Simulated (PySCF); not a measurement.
**NOH₃: structure of the singlet**

Where does singlet NOH₃ go from a see-saw (ligand arrangement 2) start, is the end point a minimum, and what are its modes, charges and moments?

Computed with PySCF 2.14.0. Level: PBE0, basis N def2-TZVP, O def2-TZVP, H def2-TZVP, no relativity, density fitting.

### Step 1. Starting geometry

5 atoms, charge 0, spin multiplicity 1.

Bond lengths: N1–O2 1.170 Å, N1–H3 1.030 Å, N1–H4 1.030 Å, N1–H5 1.030 Å. Angles: O2–N1–H3 170.0°, O2–N1–H4 86.9°, O2–N1–H5 86.9°, H3–N1–H4 86.9°, H3–N1–H5 86.9°, H4–N1–H5 104.0°.

```xyz
5
charge 0 multiplicity 1
N     0.0000    0.5332   -0.0909
O     0.0000   -0.6323    0.0111
H     0.0000    1.5593   -0.0011
H     0.8117    0.5332    0.5432
H    -0.8117    0.5332    0.5432
```

### Step 2. See-saw (ligand arrangement 2) start, singlet: relaxation

One driver script runs all steps and calls PySCF; scf.py shows how it sets up the SCF of each step. The optimiser is the driver's own. Before each start the driver seeks the lowest SCF state from one or more starting densities and follows internal instabilities, so scf.py alone need not reach the same state.

The program finds Cs symmetry in the start, which this walk keeps. The walk stops when the largest gradient is under 0.0003 Eh/bohr and the energy has settled too.

Input file scf.py:

```python
from pyscf import gto, scf, dft
mol = gto.M(atom='''
N      0.000000     0.533227    -0.090853
O      0.000000    -0.632273     0.011147
H      0.000000     1.559327    -0.001053
H      0.811700     0.533227     0.543247
H     -0.811700     0.533227     0.543247''',
    basis={'N': 'def2-TZVP', 'O': 'def2-TZVP', 'H': 'def2-TZVP'},
    charge=0, spin=0)
mf = dft.RKS(mol, xc='PBE0')
mf.grids.atom_grid = (50, 194)
aux = {'N': 'def2-universal-JKFIT', 'O': 'def2-universal-JKFIT', 'H': 'def2-universal-JKFIT'}
mf = mf.density_fit(auxbasis=aux)
mf.kernel()
```

The runs that follow: Hessian and properties.

What does the calculation give? Wanted: minimum; geometry; wavenumbers; dipole moment; highest occupied, lowest empty level; polar-tensor charge of N1; zero-point energy; atomisation energy.

As calculated:

| quantity | value |
| --- | --- |
| minimum | singlet, C3v |
| geometry | N–H 1.034 Å (×3), N–O 1.338 Å; H–N–H 105.2° (×3), H–N–O 113.4° (×3) |
| wavenumbers (cm⁻¹) | 1029 (a1), 1185 (e), 1565 (a1), 1650 (e), 3211 (a1), 3215 (e) |
| dipole moment | 5.31 D |
| highest occupied, lowest empty level | -5.99, -0.03 eV |
| polar-tensor charge of N1 | +0.49 e |
| zero-point energy | 107.1 kJ/mol |
| entropy at 298.15 K | 220.9 J/(mol K) |
| atomisation energy (no zero-point energy) | 1380 kJ/mol |

The see-saw (ligand arrangement 2) start (Cs) ends in a minimum of C3v symmetry. The strongest infrared band lies at 3211 cm⁻¹ (a1, stretch). With 5.3 D the molecule is strongly polar. Only this shape and spin were tried, so other structures or states may lie lower.
